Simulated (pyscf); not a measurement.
# Hydrogen abstraction: H₂N–SiH₂–NH₂ + amino radical (NH₂•) → •HN–SiH₂–NH₂ + ammonia (NH₃)

Gas phase, doublet surface, charge 0. Bonds broken: N1–H4. Bonds formed: H4–N10. Structures and frequencies: ωB97X-D3(BJ)/def2-SVP in PySCF.

Transition state (Å):

```xyz
12

N     -1.4052    -0.5537     0.6391
Si    -0.4725     0.6947    -0.1738
N     -0.1402     0.3307    -1.8282
H     -1.9225    -0.1520     1.7283
H     -0.8677    -1.3856     0.9021
H     -1.3136     1.9212    -0.0671
H      0.8670     0.9470     0.4464
H      0.7210    -0.1349    -2.0903
H     -0.8897     0.1179    -2.4780
N     -1.8255     0.4509     2.7779
H     -1.7559     1.4384     2.5045
H     -0.9052     0.2235     3.1697
```

One imaginary mode, 1771i cm⁻¹; descent along it reached the two sides named.

| bond | change | reactant side (Å) | saddle | product side |
|---|---|---|---|---|
| N1–H4 | breaks | 1.019 | 1.271 | 2.335 |
| H4–N10 | forms | 2.196 | 1.214 | 1.022 |

Electronic energies relative to the separated reactants (kJ/mol):

```tsv
level	barrier	reaction energy	reverse barrier
ωB97X-D3(BJ)/def2-TZVP	47.3	+12.6	34.7
PBE/def2-TZVP	-1.5	+3.6	-5.0
r²SCAN/def2-TZVP	18.0	+10.7	7.4
B3LYP-D3(BJ)/def2-TZVP	27.5	+10.5	17.0
PBE0-D3(BJ)/def2-TZVP	27.5	+11.1	16.4
M06-2X/def2-TZVP	47.5	+13.8	33.7
ωB97M-D3(BJ)/def2-TZVP	47.6	+11.8	35.8
HF/def2-TZVP	146.5	+20.3	126.3
```

With ωB97M-D3(BJ)/def2-TZVP energies and thermal terms (ideal gas, 1 atm, RRHO with modes under 100 cm⁻¹ raised to 100, one conformer, R ln 2 for chiral ones without a mode under 150 cm⁻¹), in kJ/mol:

```csv
T (K),ΔH‡,ΔG‡,ΔH,ΔG
298,43.7,85.4,+14.9,+14.4
600,44.0,127.8,+14.2,+14.3
900,46.6,169.1,+13.6,+14.4
1200,49.8,209.5,+13.2,+14.8
```

At PBE the saddle lies under the separated reactants, which points to a path from their complex (located at ωB97X-D3(BJ) alone). At PBE this geometry lies under the product side: in single points on another level's saddle the reverse barrier vanishes, and the forward threshold there is about the reaction energy. The same reactants have a lower exit, to H₂N–SiH•–NH₂ + NH₃ (barrier +19.2 kJ/mol at ωB97M-D3(BJ)/def2-TZVP, against +47.6 kJ/mol here). •HN–SiH₂–NH₂ lies 77.2 kJ/mol over its isomer H₂N–SiH•–NH₂ (electronic energy, ωB97M-D3(BJ)/def2-TZVP). This is the saddle that the search found; another between the same sides may lie lower. The angle at the transferred H is 150°.
